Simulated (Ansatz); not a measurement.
in.yaml

```yaml
crystal:
  periodic: [false, false, false]
  atoms:
    - {symbol: B, position_ang: [-0.015433, -0.009008, 0.229446]}
    - {symbol: Be, position_ang: [-0.016266, -0.025151, -1.594520]}
    - {symbol: H, position_ang: [0.031698, 0.034159, 1.365074]}
basis:
  gaussian: {orbitals: def2-SVP}
magnetization: {spin_polarized: true, initial_magnetization: 2}
correlation: {method: bccd_t, electrons: all}
scf: {omitted_lower_state_checks: [cluster_reference]}
```

```sh
$ ansatz run in.yaml --threads 1 --pin off --events-out ev --progress --plain --max-ram 2393MiB
```

The program prints:

```
these checks for a lower state are left out or cut short: cluster_reference
325 factors; integrals over basis functions are off by at most 7.8e-4 eV
mean field evaluation 1: about -1079.5083 eV, gradient 8.0e0 eV
mean field evaluation 2: about -1079.5463 eV, gradient 8.1e0 eV
mean field evaluation 4: about -1080.9355 eV, gradient 1.1e0 eV
mean field evaluation 8: about -1080.9802 eV, gradient 1.3e-1 eV
mean field evaluation 16: about -1080.9822 eV, gradient 3.6e-1 eV
mean field evaluation 32: about -1080.9841 eV, gradient 2.4e-2 eV
mean field evaluation 64: about -1080.9842 eV, gradient 2.5e-2 eV
mean field evaluation 96: about -1080.9827 eV, gradient 8.0e-6 eV
mean field -1080.98412344 eV, -39.7254338192 hartree, gradient 2.4e-6 eV, S^2 2.006839; 9 other end points of the search recorded, 0 dependent functions left out
reference -1080.98412344 eV, -39.7254338192 hartree; 6, 4 occupied and 22, 24 virtual orbitals, 325 factors
second order -1.97069233 eV of doubles, -0.00000000 eV of singles
cycle   1  -2.38716927 eV  change   -4.2e-1 eV  update   5.3e-2
cycle   2  -2.55864573 eV  change   -1.7e-1 eV  update   2.4e-2
cycle   3  -2.57003973 eV  change   -1.1e-2 eV  update   8.8e-3
cycle   4  -2.57126853 eV  change   -1.2e-3 eV  update   2.6e-3
cycle   5  -2.57088101 eV  change    3.9e-4 eV  update   9.1e-4
cycle   6  -2.57087895 eV  change    2.1e-6 eV  update   3.5e-4
cycle   7  -2.57099068 eV  change   -1.1e-4 eV  update   1.4e-4
cycle   8  -2.57098375 eV  change    6.9e-6 eV  update   6.5e-5
cycle   9  -2.57096488 eV  change    1.9e-5 eV  update   2.7e-5
cycle  10  -2.57097556 eV  change   -1.1e-5 eV  update   7.8e-6
perturbative correction -0.05758645 eV, -0.0021162631 hartree
Total energy: -1083.61268546 eV, -39.8220316915 hartree
Checks for a lower state left out: cluster_reference
```

Ran on 1 thread of Intel Xeon, shared host: 0.89 s wall, 0.17 GiB peak host memory.
